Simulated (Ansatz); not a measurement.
Tetrafluoroethylene, C$_{2}$F$_{4}$ at its PBE0-D4/def2-TZVP geometry, where that method's forces vanish. The species carries charge 0 and has multiplicity 1.

```xyz
6

F     0.1740    0.4616    1.6914
C     0.2416   -0.2192    0.5737
F     0.8367   -1.3789    0.7089
C    -0.2416    0.2192   -0.5737
F    -0.8367    1.3789   -0.7090
F    -0.1740   -0.4616   -1.6914
```

(1) What forces (eV/Å) does ωB97M-V/def2-TZVPP give on these atoms in Ansatz? (Best estimate.)

## Answers

(1) Ansatz gave: 
```
F1  -0.017  0.171  0.282
C2  -0.188  0.171 -0.447
F3   0.150 -0.292  0.035
C4   0.188 -0.171  0.447
F5  -0.150  0.292 -0.035
F6   0.017 -0.171 -0.282
```
